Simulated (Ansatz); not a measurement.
## Zr (P6_3/mmc)

Computed with Ansatz, DFT r2SCAN, scalar-relativistic, plane waves, PAW.

Cutoff 500 eV; k points 18×18×8 on the computed 2-atom cell (Γ-centred); Gaussian smearing, width 0.10 eV; no spin polarisation.

The structure is relaxed at this level of theory with its symmetry kept.

```
Zr
1.0
     3.24640    0.00000    0.00000
    -1.62320    2.81146    0.00000
     0.00000    0.00000    5.15021
Zr
2
Direct
  0.33333 0.66667 0.25000
  0.66667 0.33333 0.75000
```

Problem. Formation energy from the elements' standard states (uncorrected)?

Solution. -0.001 eV/atom.

Problem. Density of states at the Fermi level?

Solution. 1.37 states/eV per cell.

Problem. Löwdin character within 0.5 eV of the Fermi level?

Solution. Zr 4d 90 %, unprojected 5 %.

Problem. Bulk modulus?

Solution. 96 GPa.

Problem. Its pressure derivative?

Solution. 3.3.

Cost: 6 runs of about 4.4 core-minutes in all, on Arm Neoverse V2 (shared hosts).